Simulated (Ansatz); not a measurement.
Input file:

```yaml
crystal:
  periodic: [false, false, false]
  atoms:
    - {symbol: Ru, position_ang: [0.000000, 0.000000, 0.000000]}
    - {symbol: N, position_ang: [0.000000, 0.000000, 1.540800]}
basis:
  gaussian: {orbitals: def2-TZVPP}
total_charge: 1
magnetization: {spin_polarized: true, initial_magnetization: 2}
correlation: {method: ccsdt_q, electrons: outside_noble_gas}
```

```sh
$ ansatz run in.yaml --threads 2 --pin off --events-out ev --progress --plain --max-ram 24576MiB --backend cuda --devices 0, --max-vram 18GiB
```

Output:

```
1082 factors; integrals over basis functions are off by at most 2.1e-7 eV
mean field evaluation 1: about -4029.7583 eV, gradient 2.7e1 eV
mean field evaluation 2: about -4029.9856 eV, gradient 2.7e1 eV
mean field evaluation 4: about -4031.9505 eV, gradient 1.1e1 eV
mean field evaluation 8: about -4032.3978 eV, gradient 9.5e-1 eV
mean field evaluation 16: about -4033.3331 eV, gradient 4.4e-3 eV
mean field evaluation 32: about -3988.6726 eV, gradient 1.3e2 eV
mean field evaluation 64: about -4033.3202 eV, gradient 4.4e-1 eV
mean field evaluation 96: about -4000.0885 eV, gradient 1.2e2 eV
mean field evaluation 128: about -4032.6664 eV, gradient 1.1e-1 eV
mean field evaluation 160: about -4030.8598 eV, gradient 4.9e-1 eV
...
cycle  17  -12.51201883 eV  change    3.5e-6 eV  update   2.3e-5
cycle  18  -12.51200105 eV  change    1.8e-5 eV  update   1.2e-5
cycle  19  -12.51199609 eV  change    5.0e-6 eV  update   8.0e-6
cycle  20  -12.51200684 eV  change   -1.1e-5 eV  update   5.0e-6
cycle  21  -12.51202087 eV  change   -1.4e-5 eV  update   3.1e-6
cycle  22  -12.51202460 eV  change   -3.7e-6 eV  update   1.7e-6
cycle  23  -12.51202396 eV  change    6.4e-7 eV  update   1.1e-6
cycle  24  -12.51202156 eV  change    2.4e-6 eV  update   7.9e-7
cycle  25  -12.51201994 eV  change    1.6e-6 eV  update   4.9e-7
cycle  26  -12.51201887 eV  change    1.1e-6 eV  update   2.7e-7
perturbative correction -0.13814115 eV, -0.0050765936 hartree
Total energy: -4045.98324486 eV, -148.6871417827 hartree
```

Ran on 2 threads of AMD EPYC 7R13 with a shared H100 80 GB, shared host: 48 s wall, 0.98 GiB peak host memory.
